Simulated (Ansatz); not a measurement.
# Water (H₂O): ionisation energy by level of theory

The task here is to estimate one member of a computed series from the others.

The runs use Ansatz 0.2.0, Gaussian basis; unrestricted cation, the program's frozen cores in correlated methods.

Plan: UKS PBE-D4/def2-TZVPP; UKS r2SCAN-D4/def2-TZVPP; UKS PBE0-D4/def2-TZVPP; UKS B3LYP-D4/def2-TZVPP; UKS wB97X-V/def2-TZVPP; UKS wB97M-V/def2-TZVPP; UKS B2PLYP/def2-TZVPP; UHF-CCSD(T)/def2-TZVPP; UHF-CCSD(T)/def2-QZVPP; extrapolation to the limit; then −ε(HOMO) from the neutral's earlier runs with LDA (SPW92), PBE-D4, revPBE-D4, BLYP-D4, r2SCAN-D4, B97M-V, PBE0-D4, B3LYP-D4, r2SCANh-D4, r2SCAN0-D4, HSE06-D4, BHLYP-D4, CAM-B3LYP-D4, LC-ωPBE, ωB97X-V, ωB97M-V.

## The relaxed structure

All runs share one geometry, relaxed beforehand with PBE0-D4 in a triple-zeta def2 set.

3 atoms, charge 0, spin multiplicity 1.

Atoms are counted from 1 here; the program's logs count them from 0.

Bond lengths: O1–H2 0.960 Å, O1–H3 0.960 Å. Angles: H2–O1–H3 105.1°.

Set-up of the first run:

Input file in.yaml:

```yaml
crystal:
  periodic: [false, false, false]
  atoms:
    - {symbol: O, position_ang: [-0.302695, 0.200222, -0.140570]}
    - {symbol: H, position_ang: [0.466546, 0.548425, 0.315304]}
    - {symbol: H, position_ang: [-0.163850, -0.748647, -0.174734]}
basis:
  gaussian: {orbitals: def2-TZVPP}
total_charge: 1
magnetization: {spin_polarized: true, initial_magnetization: 1}
hamiltonian: {xc: pbe, dispersion: d4}
```

Among the steps run: Cation, UKS PBE-D4/def2-TZVPP; Cation, UKS r2SCAN-D4/def2-TZVPP; Cation, UKS PBE0-D4/def2-TZVPP; Cation, UKS B3LYP-D4/def2-TZVPP; Cation, UKS wB97X-V/def2-TZVPP; Cation, UKS wB97M-V/def2-TZVPP; Cation, UKS B2PLYP (frozen core)/def2-TZVPP; Cation, UHF-CCSD(T)/def2-TZVPP; Cation, UHF-CCSD(T)/def2-QZVPP.

One table of the session follows, with a row left open; its other results are not shown here.

It belongs to the step «Ionisation energies side by side». Orbital estimates, from the neutral's runs:

| functional | −ε(HOMO) (eV) |
| --- | --- |
| LDA (SPW92) | 7.15 |
| PBE-D4 | ? |
| revPBE-D4 | 6.93 |
| BLYP-D4 | 6.94 |
| r2SCAN-D4 | 7.42 |
| B97M-V | 7.53 |
| PBE0-D4 | 8.90 |
| B3LYP-D4 | 8.63 |
| r2SCANh-D4 | 8.14 |
| r2SCAN0-D4 | 9.22 |
| HSE06-D4 | 8.49 |
| BHLYP-D4 | 10.78 |
| CAM-B3LYP-D4 | 10.51 |
| LC-ωPBE | 11.92 |
| ωB97X-V | 11.54 |
| ωB97M-V | 11.47 |

Estimate the missing values for PBE-D4.

As computed: −ε(HOMO) (eV): 6.99. In the column «−ε(HOMO) (eV)» it lies between BLYP-D4 (6.94) and LDA (SPW92) (7.15).
